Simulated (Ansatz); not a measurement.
Geometry optimisation, Ansatz 0.2.0, RKS PBE0-D4/cc-pVDZ.

Input file:

```yaml
crystal:
  periodic: [false, false, false]
  atoms:
    - { symbol: Al, position_ang: [0.042774, -0.448272, -0.389822] }
    - { symbol: Cl, position_ang: [0.086652, 0.222519, 2.966599] }
    - { symbol: H, position_ang: [1.379191, 0.29017, -0.843763] }
    - { symbol: H, position_ang: [-1.386587, 0.200909, -0.673306] }
    - { symbol: Si, position_ang: [0.155104, -2.602207, 0.562119] }
    - { symbol: H, position_ang: [-0.67926, -3.628695, -0.152323] }
    - { symbol: H, position_ang: [1.538265, -3.165192, 0.725546] }
    - { symbol: H, position_ang: [-0.422294, -2.575418, 1.970064] }
    - { symbol: H, position_ang: [-0.150445, -1.074814, 2.720886] }
basis:
  gaussian: { orbitals: cc-pVDZ }
hamiltonian:
  xc: pbe0
  dispersion: d4
relax:
  f_tol: 0.03
  max_steps: 50
```

Launched with:

```bash
$ ansatz run input.yaml --threads 2 --pin off --max-ram 3072MiB --backend cpu --events-out ev --progress --plain --runs-dir out
```

Problem. Where does it end, and by what steps?

Solution. It converged. The force dipped under the threshold on the way, but the program's further checks kept it going. After 12 steps the energy has fallen by 0.249 eV; Cl2 moved furthest, 0.61 Å. Joined: Al1–Cl2 (3.42 → 2.66 Å).

```csv
step,energy less start (eV),largest force component (eV/Å),accepted
0,0.0000,1.050,yes
1,-0.1162,0.884,yes
2,-0.1830,0.950,yes
3,-0.2257,0.664,yes
4,-0.2235,0.190,no
5,-0.2413,0.152,yes
6,-0.2418,0.130,yes
7,-0.2454,0.076,yes
8,-0.2473,0.041,yes
9,-0.2480,0.008,yes
10,-0.2483,0.086,yes
11,-0.2488,0.047,yes
12,-0.2489,0.026,yes
```

```xyz
9
Properties=species:S:1:pos:R:3
Al 0.071 -0.345 -0.165
Cl -0.129 0.309 2.402
H 1.432 0.428 -0.480
H -1.338 0.230 -0.645
Si 0.175 -2.705 0.583
H -0.845 -3.650 0.011
H 1.516 -3.379 0.496
H -0.132 -2.681 2.082
H -0.186 -0.988 2.604
```

Whether the end is a true minimum wasn't checked by a vibrational analysis.

Time of the run: 29 s on 2 threads of Arm Neoverse V1 (shared host), peak memory 0.17 GiB.
